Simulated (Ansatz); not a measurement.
Results of r²SCAN (Ansatz, a quantum-chemistry and plane-wave program, plane waves, PAW) for hcp Ti.

Run with plane-wave cutoff 600 eV, 24×24×12 k mesh (along the axes of the cell as run), Fermi–Dirac smearing 0.05 eV, no spin polarisation, scalar-relativistic PAW data made under PBE.

Starting structure:

```xyz
2
Lattice="2.9500 0.0000 0.0000 -1.4750 2.5548 0.0000 0.0000 0.0000 4.6800" Properties=species:S:1:pos:R:3 pbc="T T T"
Ti     1.4750     0.8516     3.5100
Ti     0.0000     1.7032     1.1700
```

**Question.** Into what structure does the relaxation of cell and atoms lead at this level, with the symmetry of the start kept?

**Answer.** The volume falls by 1.9 %; final space group P6_3/mmc.
```xyz
2
Lattice="2.9356 0.0000 0.0000 -1.4678 2.5423 0.0000 0.0000 0.0000 4.6385" Properties=species:S:1:pos:R:3 pbc="T T T"
Ti     1.4678     0.8474     3.4789
Ti     0.0000     1.6949     1.1596
```
